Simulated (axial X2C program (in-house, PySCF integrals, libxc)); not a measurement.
Which functional? An output for LiF⁻

An SCF output computed with an axial X2C code built on PySCF integrals for LiF⁻ at 1.612 Å, two-component, state Ω = 1/2, F dyall-av3z [7s6p3d2f], Li dyall-av3z [9s9p3d] (cores contracted in-house), without its first line:

```
basis functions 105  fitting functions 477  grid points 4355
iter        total energy     max residual
   1       -107.075751856     2.74e-02
   2       -107.083810519     4.16e-03
   3       -107.084097614     2.26e-03
   4       -107.084160442     5.48e-04
   5       -107.084177172     1.68e-04
   6       -107.084182191     5.52e-05
   7       -107.084182959     1.53e-05
   8       -107.084183017     7.78e-06
   9       -107.084183036     4.42e-06
  10       -107.084183043     1.09e-06
  11       -107.084183044     2.70e-07
converged
one-electron -170.72147103  Coulomb 66.86672027  exact exchange -12.08583040  xc functional 0.00000000  nuclear repulsion 8.86339001  atomic mean-field constant -0.00699189
```

Problem. Which level of theory produced it?
A. r2SCAN
B. HF
C. PBE0

Solution. B. The exact-exchange term against the functional term shows a share of 1 of exact exchange.
